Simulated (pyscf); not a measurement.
Homolytic dissociation enthalpies at 298 K of Ge–H, H–Si, H–Sn bonds in 8 gas-phase molecules, in eV. PySCF, gas phase, ωB97X-D3(BJ)/def2-SVP geometries. Correlated levels are frozen-core, on RHF or UHF. ΔMP2 is the change of the MP2 total energy from the triple- to the quadruple-zeta basis. Both columns use the same structures and thermal terms. Rows were drawn at random from the closed-shell molecules with such a bond whose radicals are computed, keep their shape and have no isomer in the data more than 5 kcal/mol lower.

```csv
row,molecule,radicals,PBE/def2-TZVP,CCSD(T)/def2-TZVPP + ΔMP2(QZVPP)
1,H₃C–SiH₂–Cl,H₃C–SiH•–Cl + H•,3.72,4.03
2,F–SiH₂–F,F–SiH•–F + H•,3.85,4.20
3,HO–SiH(OH)–Cl,HO–Si•(OH)–Cl + H•,3.83,4.20
4,HO–SiH₃,HO–SiH₂• + H•,3.72,4.03
5,HO–SiH₂–OH,HO–SiH•–OH + H•,3.80,4.14
6,F–GeH₂–F,F–GeH•–F + H•,3.39,3.79
7,H₃Ge–SnH₃,H₃Ge–SnH₂• + H•,3.04,3.27
8,H₂N–SiH₂–F,H₂N–SiH•–F + H•,3.85,?
```

Fit a line that carries the PBE values to the last column and predict row 8.

In the 7 complete rows the last column lies 0.23 to 0.40 eV from PBE (mean 0.33, median 0.34). Least squares gives y = -0.03 + 1.10·x with residuals of 0.04 eV (root mean square). For row 8: -0.03 + 1.10 × 3.85 = 4.21 eV. The computed value is 4.19 eV, 0.01 under the line. The CCSD(T) − MP2 part came from Ansatz, without density fitting, on the same reference. The frozen core leaves the outer d or s,p core shells of the metals and heavy elements correlated in the MP2 and CC values, and def2-TZVPP describes them poorly, which can shift differences by a few kcal/mol. Elements up to Kr have no core potential and no relativistic terms here. Elements past Kr carry the def2 core potentials, without spin-orbit coupling.
